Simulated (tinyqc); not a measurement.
RHF in the sto-3g basis, for H2O, spin multiplicity 1, step by step. One step of it, computed by the program tinyqc.

Problem. Iteration 1: diagonalisation and new density. Diagonalise F' = X^T F X, C = X C', fill 5 alpha and 5 beta electrons from the bottom; D = 2 C_occ C_occ^T. Each column has its largest component positive (the first on a tie).

Fock matrix F (hartree), lower triangle:
```
             1O 1s      1O 2s     1O 2px     1O 2py     1O 2pz      2H 1s      3H 1s
1O 1s   -20.388042
1O 2s    -5.209800  -2.620056
1O 2px    0.000000   0.000000  -0.275470
1O 2py    0.000555   0.005137   0.000000  -0.386396
1O 2pz   -0.012561  -0.126007   0.000000   0.003208  -0.355632
2H 1s    -0.998264  -0.996170   0.000000  -0.324091  -0.324089  -0.498075
3H 1s    -1.049590  -1.031626   0.000000   0.333360  -0.330597  -0.417233  -0.525842
```

X, lower triangle:
```
            1O 1s      1O 2s    1O 2px     1O 2py     1O 2pz      2H 1s     3H 1s
1O 1s    1.023893
1O 2s   -0.139678   1.194373
1O 2px   0.000000   0.000000  1.000000
1O 2py   0.000303  -0.004338  0.000000   1.085811
1O 2pz  -0.009181   0.093600  0.000000  -0.002018   1.050805
2H 1s    0.020034  -0.246348  0.000000  -0.192675  -0.134974   1.159866
3H 1s    0.020627  -0.259981  0.000000   0.199000  -0.140854  -0.082298  1.171286
```

Give: F' = X^T F X; orbital energies; coefficients C; D after iteration 1.

Solution.

F' = X^T F X (hartree), lower triangle:
```
         1       2       3       4       5       6       7
1  -20.009
2   -2.695  -1.434
3    0.000   0.000  -0.275
4    0.000  -0.003   0.000  -0.183
5   -0.034   0.070   0.000  -0.001  -0.231
6   -0.134  -0.499   0.000  -0.361  -0.269  -0.004
7   -0.148  -0.522   0.000   0.370  -0.278  -0.147  -0.001
```

orbital energies (hartree): MO1 -20.397, MO2 -1.433, MO3 -0.561, MO4 -0.432, MO5 -0.275, MO6 0.436, MO7 0.524

coefficients C:
```
           MO1     MO2     MO3     MO4    MO5     MO6     MO7
1O 1s    0.994  -0.239  -0.003   0.088  0.000   0.123   0.019
1O 2s    0.025   0.872   0.017  -0.448  0.000  -0.778  -0.124
1O 2px   0.000   0.000   0.000   0.000  1.000   0.000   0.000
1O 2py   0.000  -0.004   0.713   0.011  0.000  -0.114   0.857
1O 2pz   0.003   0.096  -0.012   0.801  0.000  -0.700  -0.102
2H 1s   -0.004   0.140   0.361   0.265  0.000   0.863  -0.710
3H 1s   -0.005   0.146  -0.365   0.253  0.000   0.648   0.931
```

D after iteration 1, lower triangle:
```
         1O 1s   1O 2s  1O 2px  1O 2py  1O 2pz   2H 1s  3H 1s
1O 1s    2.106
1O 2s   -0.445   1.925
1O 2px   0.000   0.000   2.000
1O 2py  -0.001   0.007   0.000   1.016
1O 2pz   0.101  -0.551   0.000   0.001   1.303
2H 1s   -0.031   0.019   0.000   0.519   0.443   0.440
3H 1s   -0.032   0.016   0.000  -0.516   0.442  -0.088  0.438
```
